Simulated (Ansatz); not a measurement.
# HO₂+ (triplet): the correlation ladder, def2-TZVPP

The task here is to estimate one member of a computed series from the others.

Computed with Ansatz 0.2.0, Gaussian basis. Level: def2-TZVPP, core rule «outside noble gas», up to 2 orbitals frozen.

Plan: UHF; ROHF; CCSD(T) on UHF.

2 further runs of the same task are left out: 2 set aside as unsound or not needed.

### The geometry

The geometry is a PBE0/def2-TZVP stationary point (not a proven minimum) of the parent state, kept for this charge and spin.

3 atoms, charge 1, spin multiplicity 3.

Atoms are counted from 1 here; the program's logs count them from 0.

Bond lengths: O1–O2 1.309 Å, O1–H3 0.975 Å. Angles: O2–O1–H3 105.8°.

Coordinates:

```xyz
3
charge 1, multiplicity 3
O     0.0000   -0.1015    0.6187
O     0.0000    0.0512   -0.6811
H     0.0000    0.7992    0.9917
```

The first run:

Contents of in.yaml:

```yaml
crystal:
  periodic: [false, false, false]
  atoms:
    - {symbol: O, position_ang: [0.000000, -0.101504, 0.618658]}
    - {symbol: O, position_ang: [0.000000, 0.051156, -0.681136]}
    - {symbol: H, position_ang: [0.000000, 0.799197, 0.991739]}
basis:
  gaussian: {orbitals: def2-TZVPP}
total_charge: 1
magnetization: {spin_polarized: true, initial_magnetization: 2}
hamiltonian: {xc: hf}
output: {orbitals: {seedname: orbitals}}
```

Launch:

```console
ansatz run in.yaml --threads 1 --pin off --events-out ev --progress --plain --max-ram 4096MiB --backend cpu
```

Among the steps run: UHF; ROHF; CCSD(T) on UHF.

One table of the session follows, with a row left open; its other results are not shown here.

It belongs to the step «Misses and costs». 

```
  method  from UCCSD(T) (meV)
    ROHF                    ?
     UHF             +12133.6
    UMP2              +1076.7
   UCCSD               +488.4
UCCSD(T)                    0
```

Estimate the missing values for ROHF.

**Answer.** from UCCSD(T) (meV): +12542.6. In the column «from UCCSD(T) (meV)» it is the highest.
